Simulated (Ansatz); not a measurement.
**How methods differ on SiH2F (SMILES F[SiH2])**

SiH2F has 4 atoms, charge 0, and is taken as a doublet. As SMILES, `F[SiH2]`. The shape is that of a GFN2-xTB optimisation.

| atom | x (Å) | y (Å) | z (Å) |
| --- | --- | --- | --- |
| F | 1.2056 | 0.6475 | -0.4255 |
| Si | -0.1221 | -0.2649 | -0.2469 |
| H | -1.2199 | 0.6785 | -0.2616 |
| H | 0.1365 | -1.0611 | 0.9340 |

Quantity: the energy change with the Si2–H4 bond stretched from 1.448 to 2.171 Å, in eV. The values are calculated.

```csv
level,kind,program,value (eV),less FCI/STO-3G,CPU time (all runs)
UBLYP/STO-3G,GGA,Ansatz,1.99,-0.29,2.5 s
UBHLYP/STO-3G,global hybrid,Ansatz,2.58,+0.30,2.8 s
UCAM-B3LYP/STO-3G,range-separated hybrid,Ansatz,2.48,+0.20,3.4 s
UB2PLYP/STO-3G,double hybrid,Ansatz,2.47,+0.19,3.1 s
RPA@PBE/STO-3G,RPA,Ansatz,2.25,-0.03,3.2 s
UMP2/STO-3G,perturbation theory,Ansatz,2.69,+0.41,0.19 s
UCCSD(T)/STO-3G,coupled cluster or CI,Ansatz,2.31,+0.03,0.36 s
UCCSDT/STO-3G,coupled cluster or CI,Ansatz,2.29,+0.01,0.89 s
UCCSDTQ/STO-3G,coupled cluster or CI,Ansatz,2.28,0.00,51 s
FCI/STO-3G,exact in the basis,Ansatz,2.28,0.00,0.6 s
```

FCI/STO-3G is exact within its basis and frozen core, so for wave-function methods in that basis the difference is their error; functionals converge differently with the basis, so for them it is only a difference. The first shape isn't each level's own minimum. The values span 1.99 to 2.69 eV. Spin contamination of the reference (⟨S²⟩ at least 0.1 too high) touches UBHLYP/STO-3G, UB2PLYP/STO-3G, UMP2/STO-3G, UCCSD(T)/STO-3G, UCCSDT/STO-3G, UCCSDTQ/STO-3G. All rows use very small basis sets, so even the best lies far from the true value. CPU times are rough (shared hosts, several kinds of processor): they show what a rung costs within a factor of a few.
